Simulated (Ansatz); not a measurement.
SiNH4F (SMILES N[SiH2]F): methods side by side

SiNH4F has 7 atoms, charge 0, and is taken as a singlet. SMILES: `N[SiH2]F`. Geometry: optimised at PBE0/def2-SVP. This is one conformer, not always the lowest.

```csv
atom,x (Å),y (Å),z (Å)
N,-0.7635,0.3530,-0.6308
Si,0.5364,-0.1098,0.3752
F,0.5095,-1.6759,0.8327
H,-0.7926,0.0984,-1.6111
H,-1.6930,0.5090,-0.2587
H,0.4626,0.6841,1.6293
H,1.8018,0.0734,-0.3822
```

Quantity: the adiabatic ionisation energy (to the doublet cation, shapes relaxed at PBE0/def2-SVP, no zero-point term), in eV. The values are calculated.

```tsv
level	kind	program	value (eV)	CPU time (all runs)
HF/def2-TZVP	Hartree–Fock	Ansatz	8.54	3 s
PBE/def2-TZVP	GGA	Ansatz	9.78	5.8 s
r2SCAN/def2-TZVP	meta-GGA	Ansatz	9.74	11 s
B3LYP/def2-TZVP	global hybrid	Ansatz	9.91	6.7 s
wB97M-V/def2-TZVP	range-separated hybrid	Ansatz	9.97	24 s
MP2/def2-TZVP	perturbation theory	Ansatz	10.05	4.4 s
```

The values span 8.54 to 10.05 eV. CPU times are rough (shared hosts, several kinds of processor): they show what a rung costs within a factor of a few.
